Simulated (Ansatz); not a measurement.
Geometry optimisation, Ansatz 0.2.0, RHF/6-31G*.

input.yaml

```yaml
crystal:
  periodic: [false, false, false]
  atoms:
    - { symbol: C, position_ang: [-0.7134, 1.7109, 1.5203] }
    - { symbol: C, position_ang: [-1.0566, 0.7782, 0.6369] }
    - { symbol: C, position_ang: [-0.183, 0.3562, -0.501] }
    - { symbol: C, position_ang: [0.3601, -1.0964, -0.339] }
    - { symbol: "N", position_ang: [1.1486, -1.5264, -1.4605] }
    - { symbol: H, position_ang: [0.1706, 2.3248, 1.4557] }
    - { symbol: H, position_ang: [-1.4337, 2.0264, 2.2992] }
    - { symbol: H, position_ang: [-1.9671, 0.2793, 0.718] }
    - { symbol: H, position_ang: [0.7384, 1.0192, -0.4935] }
    - { symbol: H, position_ang: [-0.6893, 0.4872, -1.4088] }
    - { symbol: H, position_ang: [0.8157, -1.2446, 0.6298] }
    - { symbol: H, position_ang: [-0.5733, -1.7538, -0.2938] }
    - { symbol: H, position_ang: [1.4037, -2.4527, -1.3048] }
    - { symbol: H, position_ang: [1.9662, -0.9377, -1.4295] }
basis:
  gaussian: { orbitals: "6-31G*" }
hamiltonian:
  xc: hf
relax:
  f_tol: 0.015
  max_steps: 40
```

Launched with:

```bash
$ ansatz run input.yaml --threads 1 --pin off --max-ram 2048MiB --backend cpu --events-out ev --progress --plain --runs-dir out
```

Where does it end, and by what steps?

The forces met the threshold. After 9 steps the energy has fallen by 0.368 eV; H13 moved furthest, 0.11 Å.

```tsv
step	energy less start (eV)	largest force component (eV/Å)	accepted
0	0.0000	3.756	yes
1	-0.1924	1.926	yes
2	-0.3258	0.884	yes
3	-0.2514	1.511	no
4	-0.3602	0.507	yes
5	-0.3660	0.224	yes
6	-0.3677	0.043	yes
7	-0.3676	0.065	no
8	-0.3674	0.057	no
9	-0.3682	0.014	yes
```

```xyz
14
Properties=species:S:1:pos:R:3
C -0.773 1.760 1.516
C -1.035 0.798 0.653
C -0.127 0.356 -0.462
C 0.327 -1.097 -0.309
N 1.131 -1.496 -1.453
H 0.144 2.324 1.476
H -1.466 2.027 2.294
H -1.972 0.267 0.735
H 0.743 1.006 -0.505
H -0.639 0.447 -1.416
H 0.842 -1.212 0.647
H -0.545 -1.743 -0.274
H 1.358 -2.470 -1.407
H 1.999 -0.996 -1.465
```

Whether the end is a true minimum wasn't checked by a vibrational analysis.

Run time: 24 s on 1 thread of Arm Neoverse V1, on a shared host, peak memory 0.17 GiB.
